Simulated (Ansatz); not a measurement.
**ClF₃, singlet in 6-31G*: errors against RCCSDT(Q)**

Geometry: MP2(full)/6-31G*, from the G2/97 set.

```xyz
4

Cl    0.0000    0.0000    0.3786
F     0.0000    0.0000   -1.2566
F     0.0000    1.7145    0.2751
F     0.0000   -1.7145    0.2751
```

Basis 6-31G* (Cartesian d functions); Ansatz 0.2.0. Only valence electrons are correlated (noble-gas cores frozen), which leaves 28 electrons in 56 orbitals. R marks a restricted (for open shells ROHF) determinant. Active spaces: valence = (20e, 12o, short of the full valence) chosen from the atoms' valence shells.

Full CI isn't at hand for all of this; RCCSDT(Q) serves as the reference, and is uncertain by about the last step of the cluster series.

```
UHF ⟨S²⟩                          : 0.000
T1 diagnostic (RCCSD)             : 0.0163
largest doubles amplitude (RCCSD) : 0.106
```

```
   level  E − E(RHF) (eV)
    RMP2         -19.1623
   RCCSD         -19.3620
RCCSD(T)         -19.9201
```

Problem. Estimate how far RCCSDT(Q) in 6-31G* lies from RCCSD(T). The table doesn't fix it; the size of (T) and the diagnostics are the guide.

Solution. RCCSDT(Q) in 6-31G* lies 3.55 mEh below RCCSD(T), which is 17 % of the (T) step (-20.51 mEh). The diagnostics are small and the rest is a small part of (T), but (T) is large here. The miss exceeds 1 kcal/mol.

The other levels:

```tsv
level	E − E(RCCSDT(Q)) (mEh)	share of correlation (%)	wall time
CISD	118.76	83.86	15 s
BCCD(T)	3.03	99.59	2.3 s
RCCSDT	2.63	99.64	–
CASSCF (valence space)	649.88	11.65	–
NEVPT2 (valence space)	59.11	91.96	5.5 s
MRCISD (valence space)	88.14	88.02	–
MRCISD+Q (valence space)	17.31	97.65	18 s (H100)
```

The correlation energy at RCCSDT(Q), counted from RHF, is -20.017 eV. That run took 11 s on 2 threads of AMD EPYC 7R13 with a shared H100 80 GB, shared host.

Times hold each run's SCF and search for its determinant on a shared host, so for small cases they say little of a method's own cost; rows without a card ran on 1 thread of AMD EPYC 7R13.

Natural occupations of CASSCF (valence space) about the gap: 1.996 1.996 1.978 1.950 1.937 0.075 0.073; effectively unpaired electrons, Σ n²(2−n)², 0.07.

Atomization energy (electronic, same basis, no zero-point term; atoms at the same level, unrestricted beside the R rows where the molecule is a closed shell, with restricted open-shell steps beyond CCSDT(Q)) at RCCSDT(Q): 387.0 kJ/mol. Errors of other levels:

```
   level  error (kJ/mol)
     RHF          -552.4
    RMP2            58.8
    CISD          -265.7
   RCCSD           -47.4
RCCSD(T)            -7.0
 BCCD(T)            -5.5
  RCCSDT            -6.4
```

This basis is far from its limit, so the value isn't to be set against a measured one. Truncated CI isn't size-consistent, which counts against it in atomization.
